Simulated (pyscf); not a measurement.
PySCF, gas phase, ωB97X-D3(BJ)/def2-SVP geometries.

SMILES: [F][MoH]([F])(=[S])[F]
```xyz
6

F      2.0002    -0.4310    -0.4320
Mo     0.2902     0.1815    -0.2001
F     -0.9800     1.4288    -0.6285
F     -0.2704    -0.8642    -1.6203
S     -0.1565    -0.3299     1.7354
H      1.1537     1.5941     0.0685
```

Problem. What is the homolytic dissociation enthalpy (298 K, ωB97M-D3(BJ)/def2-TZVP) of the H–Mo bond of `[F][MoH]([F])([F])=[S]`, to [F–Mo(F)(F)=S]• + H•?

Solution. H–Mo to [F–Mo(F)(F)=S]• + H•: 2.03 eV. The 7 functionals that were run give +1.92 (M06-2X) to +2.27 eV (r²SCAN). The radicals are drawn with the spin at the cut bond; how far it spreads was not checked. Other isomers of [F–Mo(F)(F)=S]• were not searched in full and may lie lower. Open-shell species with a d-block atom are single-reference here; other states, and whether the spin sits on metal or ligand, were not checked. Elements past Kr carry the def2 core potentials, without spin-orbit coupling.
